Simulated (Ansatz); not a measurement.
# SiP, doublet: reading a ladder of total energies

Geometry: that of the SiP, quartet, kept fixed.

```yaml
atoms:
  - { symbol: Si, position_ang: [0.0000, 0.0000, 0.0000] }
  - { symbol: P, position_ang: [0.0000, 0.0000, 2.3430] }
```

Basis 6-31G; Ansatz 0.2.0. Only valence electrons are correlated (noble-gas cores frozen), which leaves 9 electrons in 16 orbitals. R marks a restricted (for open shells ROHF) determinant.

Full CI is exact within this basis and frozen core; it isn't the basis-set limit.

Runs differ by some tens of microhartree through their thresholds and, for an open shell, their frozen cores, so steps under 0.03 kcal/mol mean nothing.

```tsv
level	total energy (hartree)
RHF	-629.504046
RMP2	-629.605473
RCCSD	-629.621616
RCCSD(T)	-629.627324
RCCSDT	-629.628600
RCCSDT(Q)	-629.629297
RCCSDTQ	-629.629431
full CI	-629.629608
```

Task: What is the correlation energy at full CI, and what share of it do RMP2 and RCCSDTQ recover?

Result: E(corr) = -629.629608 − (-629.504046) = -0.125562 hartree = -3.417 eV. RMP2: -0.101427 / -0.125562 = 80.78 %. RCCSDTQ: -0.125385 / -0.125562 = 99.86 %.

Task: By how many kcal/mol does RCCSD(T) miss full CI (1 hartree = 627.509 kcal/mol), and which steps make up the rest?

Result: -629.627324 − (-629.629608) = 0.002284 hartree = 1.43 kcal/mol. Steps: RCCSDT − RCCSD(T) = -0.80, RCCSDT(Q) − RCCSDT = -0.44, RCCSDTQ − RCCSDT(Q) = -0.08, full CI − RCCSDTQ = -0.11 kcal/mol. With more than one leading determinant such errors change with state and geometry, and needn't cancel in differences.
